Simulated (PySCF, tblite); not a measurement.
# methylsulfanylsilane (CH₆SSi): isotopologues and vibrational averages, part 1 of 2

Aim: rotational constants, zero-point energies and shieldings of isotopologues of methylsulfanylsilane (CH₆SSi) (`CS[SiH3]`).

Computed with tblite 0.8.0 (tight binding) and PySCF 2.14.0 (DFT, with response routines of our own); each step states its level. Atoms count from 0 throughout.

## Step 1: The starting structure

9 atoms, charge 0, multiplicity 1; geometry from: force field or distance geometry start.

Bonds of the start (Å): C0–H3 1.12, C0–H4 1.13, C0–H5 1.15, C0–S1 1.77, S1–Si2 2.20, Si2–H6 1.49, Si2–H7 1.44, Si2–H8 1.48.

## Step 2: GFN2-xTB relaxation, lowest of a short conformer search

What the job is given:

```
{"job": {"xc": "GFN2-xTB", "basis": "xTB", "kind": "relax"}, "charge": 0, "multiplicity": 1}
C     -1.619600    -0.221600    -0.145300
S     -0.112100    -0.494700    -1.027900
Si     1.653700     0.153100     0.106900
H     -2.333000    -1.049600    -0.378100
H     -1.548500    -0.004900     0.965500
H     -2.182500     0.654700    -0.633500
H      2.382900     1.198300    -0.664600
H      2.560000    -0.958600     0.279300
H      1.253400     0.747300     1.396900
```

Command:

```
> OMP_NUM_THREADS=1 python ens_run.py task.json out
```

One launch serves the whole session.

The log of the run:

```text
step      E/eV     max force
  0    -276.99701    2.896
  1    -277.16215    0.872
  2    -277.20201    0.525
  3    -277.21474    0.430
  4    -277.23599    0.350
  5    -277.24147    0.210
  6    -277.24672    0.207
  7    -277.25385    0.279
  8    -277.26415    0.342
  9    -277.27380    0.302
 10    -277.28154    0.267
 11    -277.28803    0.216
 12    -277.29339    0.214
 13    -277.29732    0.184
 14    -277.30057    0.208
 15    -277.30446    0.231
 16    -277.30996    0.295
 17    -277.31532    0.247
 18    -277.31818    0.125
 19    -277.31918    0.082
 20    -277.31977    0.092
 21    -277.32062    0.098
 22    -277.32135    0.095
 23    -277.32184    0.069
 24    -277.32220    0.075
 25    -277.32262    0.099
 26    -277.32304    0.078
 27    -277.32332    0.049
 28    -277.32347    0.041
 29    -277.32360    0.047
 30    -277.32377    0.062
 31    -277.32397    0.052
 32    -277.32414    0.050
 33    -277.32428    0.038
 34    -277.32445    0.051
 35    -277.32479    0.088
 36    -277.32563    0.150
 37    -277.32847    0.282
 38    -277.31761    0.638
 39    -277.33207    0.305
 40    -277.33482    0.278
 41    -277.33174    0.587
 42    -277.34187    0.145
 43    -277.34497    0.140
 44    -277.34575    0.384
 45    -277.34994    0.144
 46    -277.35145    0.146
 47    -277.35798    0.281
 48    -277.36071    0.209
 49    -277.36403    0.150
 50    -277.36687    0.158
 51    -277.36978    0.188
 52    -277.37159    0.166
 53    -277.37298    0.156
 54    -277.37449    0.079
 55    -277.37527    0.066
 56    -277.37594    0.065
 57    -277.37689    0.056
 58    -277.37760    0.066
 59    -277.37812    0.068
 60    -277.37841    0.045
 61    -277.37858    0.042
 62    -277.37876    0.036
 63    -277.37894    0.033
 64    -277.37906    0.024
 65    -277.37917    0.025
 66    -277.37926    0.025
 67    -277.37934    0.029
 68    -277.37946    0.035
 69    -277.37964    0.047
 70    -277.38016    0.082
 71    -277.38095    0.099
 72    -277.38180    0.082
 73    -277.38238    0.055
 74    -277.38275    0.065
 75    -277.38314    0.088
 76    -277.38367    0.121
 77    -277.38447    0.104
 78    -277.38543    0.064
 79    -277.38572    0.055
 80    -277.38605    0.071
 81    -277.38640    0.057
 82    -277.38722    0.068
 83    -277.38783    0.067
 84    -277.38830    0.081
 85    -277.38859    0.076
 86    -277.38895    0.063
 87    -277.38918    0.033
 88    -277.38937    0.019
 89    -277.38940    0.019
 90    -277.38945    0.016
 91    -277.38947    0.016
 92    -277.38949    0.013
 93    -277.38950    0.007
 94    -277.38950    0.005
 95    -277.38950    0.003
```

It took 0.34 s on 1 thread of AMD EPYC 7R13, shared host.

Relaxing gained 0.392 eV and moved the atoms by 0.56 Å on average (rms).

## Step 3: Tight optimisation and Hessian

What the job is given:

```
{"job": {"xc": "PBE0", "basis": "pcSseg-1", "grid": 2, "temperatures": [100, 400], "kind": "geom"}, "charge": 0, "multiplicity": 1}
C     -1.497070    -0.146319    -0.202418
S     -0.038871    -1.192089    -0.514380
Si     1.512616     0.116587     0.165617
H     -2.365169    -0.714615    -0.518661
H     -1.566186     0.077836     0.857650
H     -1.421795     0.769132    -0.781209
H      1.448111     1.339292    -0.629279
H      2.724781    -0.649062    -0.047990
H      1.257828     0.423213     1.569952
```

The log of the run:

```text
step   0  E = -19838.7098989 eV  max force = 0.92563
step   1  E = -19838.7705615 eV  max force = 0.27192
step   2  E = -19838.7772082 eV  max force = 0.03022
step   3  E = -19838.7773073 eV  max force = 0.00667
step   4  E = -19838.7773098 eV  max force = 0.00385
step   5  E = -19838.7773112 eV  max force = 0.00077
step   6  E = -19838.7773112 eV  max force = 0.00077
step   7  E = -19838.7773112 eV  max force = 0.00011
harmonic wavenumbers (cm-1): 122.4 143.4 179.3 512.3 623.7 634.4 727.4 920.2 925.1 969.8 977.1 994.7 1353.6 1470.8 1471.5 2237.5 2239.8 2278.0 3061.1 3156.9 3169.5
```

Wall time 3.1 min (1 thread of AMD EPYC 7R13, shared host); peak memory 0.52 GiB.

## Step 4: Displacements along the modes, parent

What the job is given:

```
{"job": {"xc": "PBE0", "basis": "pcSseg-1", "grid": 2, "temperatures": [100, 400], "kind": "vib", "mass_numbers": [12, 32, 28, 1, 1, 1, 1, 1, 1]}, "charge": 0, "multiplicity": 1}
C     -1.517393    -0.154761    -0.207804
S     -0.055874    -1.201660    -0.520425
Si     1.500144     0.098263     0.157033
H     -2.389513    -0.731325    -0.526314
H     -1.623866     0.078701     0.855634
H     -1.480418     0.770703    -0.789963
H      1.522746     1.369102    -0.622147
H      2.768574    -0.648186    -0.044162
H      1.329847     0.443138     1.597429
```

The log of the run:

```text
mode    cm-1    km/mol   phi_rrr   E(+)/cm-1  E(-)/cm-1
  1    122.41     0.51       7.0      40.35      39.16
  2    143.44     0.11       7.0      81.83      81.02
  3    179.32     0.90     -14.5      32.05      33.12
  4    512.27    30.64    -124.9      87.82      96.86
  5    623.73    26.12      -6.9     113.04     113.78
  6    634.42    25.27       9.9     115.46     114.53
  7    727.36     8.81     235.4     139.73     122.86
  8    920.18   270.75     -38.2     164.46     167.17
  9    925.05    53.22     -20.9     166.03     167.49
 10    969.79    86.76     -81.2     171.90     177.70
 11    977.05     6.90       1.3     177.24     177.16
 12    994.69    13.40      11.1     180.35     179.65
 13   1353.61     3.53    -117.3     239.79     248.34
 14   1470.76    13.41     -25.6     263.89     265.77
 15   1471.49    12.07      90.6     268.27     261.70
 16   2237.48   123.10    -129.1     399.77     409.02
 17   2239.84    89.51     848.8     435.22     374.12
 18   2277.98    89.55   -1201.9     369.87     456.14
 19   3061.12    20.29    1076.0     591.46     514.08
 20   3156.91     3.79       0.2     571.24     571.20
 21   3169.49     0.79    1151.2     615.41     532.74
```

It took 3.2 min on 1 thread of AMD EPYC 7R13, shared host; peak memory 0.52 GiB.

## Step 5: Displacements along the modes, 2H at atom 3

Changed since step 4:

```diff
@@ -1,2 +1,2 @@
-{"job": {"xc": "PBE0", "basis": "pcSseg-1", "grid": 2, "temperatures": [100, 400], "kind": "vib", "mass_numbers": [12, 32, 28, 1, 1, 1, 1, 1, 1]}, "charge": 0, "multiplicity": 1}
+{"job": {"xc": "PBE0", "basis": "pcSseg-1", "grid": 2, "temperatures": [100, 400], "kind": "vib", "mass_numbers": [12, 32, 28, 2, 1, 1, 1, 1, 1]}, "charge": 0, "multiplicity": 1}
 C     -1.517393    -0.154761    -0.207804
```

The log of the run:

```text
mode    cm-1    km/mol   phi_rrr   E(+)/cm-1  E(-)/cm-1
  1    116.68     0.45      -1.9      37.49      37.23
  2    130.62     0.03      10.4      41.87      40.96
  3    174.67     0.80      13.5      32.22      31.24
  4    508.56    30.11    -121.7      87.27      96.06
  5    623.23    26.23     -15.5     112.66     113.98
  6    627.60    27.10       9.5     114.20     113.26
  7    699.18     2.95     170.6     132.17     119.94
  8    830.62    17.50     -37.3     148.73     151.44
  9    923.35   220.42      52.4     168.33     164.56
 10    924.89    87.87     -54.6     164.77     168.64
 11    950.23    11.27       0.8     172.19     172.16
 12    971.85    92.43     -92.5     171.90     178.50
 13   1258.83     4.07      45.0     228.95     225.68
 14   1281.92     5.49       0.3     230.95     230.92
 15   1450.05    15.99     105.8     265.07     257.36
 16   2237.48   123.22     129.5     409.03     399.76
 17   2239.83    89.55     848.8     435.22     374.12
 18   2277.94    88.12    1199.4     456.04     369.94
 19   2302.71     4.75   -1214.4     373.90     461.14
 20   3091.26    15.82    1332.9     606.99     511.21
 21   3156.71     3.66       0.5     571.22     571.15
```

It took 3.3 min on 1 thread of AMD EPYC 7R13, shared host; peak memory 0.52 GiB.

## Step 6: Displacements along the modes, 2H at atom 4

Changed since step 5:

```diff
@@ -1,2 +1,2 @@
-{"job": {"xc": "PBE0", "basis": "pcSseg-1", "grid": 2, "temperatures": [100, 400], "kind": "vib", "mass_numbers": [12, 32, 28, 2, 1, 1, 1, 1, 1]}, "charge": 0, "multiplicity": 1}
+{"job": {"xc": "PBE0", "basis": "pcSseg-1", "grid": 2, "temperatures": [100, 400], "kind": "vib", "mass_numbers": [12, 32, 28, 1, 2, 1, 1, 1, 1]}, "charge": 0, "multiplicity": 1}
 C     -1.517393    -0.154761    -0.207804
```

The log of the run:

```text
mode    cm-1    km/mol   phi_rrr   E(+)/cm-1  E(-)/cm-1
  1    120.58     0.63       6.0      36.30      35.37
  2    127.18     0.02     -11.0      44.14      45.08
  3    175.46     0.84      15.0      32.55      31.50
  4    512.21    30.62    -124.9      87.81      96.84
  5    623.48    26.12       4.2     113.37     113.32
  6    630.42    23.81       9.8     114.69     113.81
  7    708.19     9.23     185.7     134.36     121.09
  8    803.97     1.12      30.0     146.59     144.42
  9    919.43   269.55      34.6     166.88     164.44
 10    925.33    51.49       9.0     167.12     166.51
 11    955.88    23.49      15.2     173.31     172.21
 12    974.51    84.51      76.0     178.32     172.93
 13   1261.54     6.57      54.8     229.86     225.79
 14   1281.69     6.27      20.0     231.64     230.22
 15   1447.41    11.88      89.8     263.95     257.48
 16   2237.46   123.36    -125.6     399.89     408.89
 17   2239.82    89.35     848.6     435.21     374.12
 18   2277.98    90.16    1201.6     456.13     369.88
 19   2287.36     6.01    1227.0     458.83     370.73
 20   3102.07    12.41    1390.1     611.30     511.39
 21   3167.05     1.16     664.0     597.16     549.48
```

Run time: 3.3 min. Hardware: 1 thread of AMD EPYC 7R13, shared host; peak memory 0.52 GiB.

## Step 7: Displacements along the modes, 33S at atom 1, 2H at atom 3

Changed since step 6:

```diff
@@ -1,2 +1,2 @@
-{"job": {"xc": "PBE0", "basis": "pcSseg-1", "grid": 2, "temperatures": [100, 400], "kind": "vib", "mass_numbers": [12, 32, 28, 1, 2, 1, 1, 1, 1]}, "charge": 0, "multiplicity": 1}
+{"job": {"xc": "PBE0", "basis": "pcSseg-1", "grid": 2, "temperatures": [100, 400], "kind": "vib", "mass_numbers": [12, 33, 28, 2, 1, 1, 1, 1, 1]}, "charge": 0, "multiplicity": 1}
 C     -1.517393    -0.154761    -0.207804
```

The log of the run:

```text
mode    cm-1    km/mol   phi_rrr   E(+)/cm-1  E(-)/cm-1
  1    116.55     0.44       1.9      37.28      37.54
  2    130.61     0.03     -10.4      40.99      41.89
  3    174.17     0.80     -13.5      31.14      32.13
  4    505.42    29.64    -121.4      86.71      95.49
  5    622.95    26.14      16.0     113.95     112.60
  6    627.15    27.25       9.5     114.12     113.18
  7    696.00     2.70    -171.0     119.36     131.62
  8    829.44    17.30      35.4     151.17     148.60
  9    923.32   221.77      52.1     168.31     164.57
 10    924.88    86.67     -54.1     164.79     168.62
 11    949.99    11.37       0.8     172.15     172.12
 12    971.84    92.52     -92.5     171.90     178.50
 13   1258.80     4.08      45.2     228.95     225.67
 14   1281.90     5.48       0.3     230.95     230.92
 15   1450.04    15.99     105.8     265.07     257.36
 16   2237.48   123.23     129.5     409.03     399.76
 17   2239.83    89.56    -848.8     374.12     435.22
 18   2277.94    88.13    1199.4     456.04     369.94
 19   2302.71     4.75   -1214.4     373.90     461.13
 20   3091.26    15.82   -1332.9     511.21     606.99
 21   3156.71     3.66       0.5     571.22     571.15
```

Wall time 3.2 min (1 thread of AMD EPYC 7R13, shared host); peak memory 0.52 GiB.

(Continued in part 2 of 2.)
